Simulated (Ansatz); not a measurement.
**GaGeH$_{3}$: competing structures and spins**

Ansatz 0.2.0, basis cc-pVDZ; geometries are PBE0/def2-TZVP minima. Wave-function levels freeze the cores with the filled d shells of p-block atoms; HF, MP2 and coupled cluster are restricted for singlets and unrestricted otherwise, Kohn–Sham unrestricted where that lies lower. MRCISD+Q stands on CASSCF in the full valence space. The reference is CCSDTQ (coupled cluster only where its series has nearly closed). Semilocal and hybrid functionals correlate all electrons outside any core potential and usually lie nearer their basis limit than the reference, so part of their error here is the reference's basis and frozen-core error; RPA and the MP2 part of double hybrids freeze the same cores as the reference. None of these values is a measured one. Energies are electronic, without zero-point terms. No spin–orbit coupling and no scalar relativity. The set is small: such energies can lie up to about 0.3 eV from the limit, spin gaps mostly less, so near ties and functionals' places can change in larger sets. The species are chosen: bound, without strong static correlation by their natural occupations or amplitudes, and with a ladder that closes on the reference, so errors are smaller than for species at large; levels whose determinant breaks symmetry or spin markedly are left out.

A. singlet; Ga–Ge 2.318, Ge–H 1.690, Ga–H 1.578, angles at Ga 157°, angles at Ge 57/78°. Coordinates (Å): Ge -0.003 0.000 1.151; Ga -0.032 0.000 -1.167; H 0.922 1.068 0.223; H 0.922 -1.068 0.223; H 0.564 0.000 -2.629
B. singlet; Ga–Ge 2.618, Ge–H 1.551, angles at Ge 105/114°. Coordinates (Å): Ge -1.242 -0.002 0.005; Ga 1.375 0.003 -0.005; H -1.873 1.415 0.010; H -1.864 -0.716 1.234; H -1.873 -0.710 -1.224

From bonding and spin, estimate the order of these in energy at CCSDTQ, each at its own geometry.

At CCSDTQ, above the lowest of those listed: B (0.0 kJ/mol), A (55.8 kJ/mol).

```
   level  A less B (kJ/mol)
  CCSDTQ               55.8
    CCSD               65.0
 CCSD(T)               57.2
CCSDT(Q)               55.8
MRCISD+Q               53.0
     PBE               25.6
  r2SCAN               23.5
   B3LYP               48.8
  B2PLYP               50.4
```

Every level shown puts the same form lowest.

The geometries are PBE0's, not this basis's own minima.
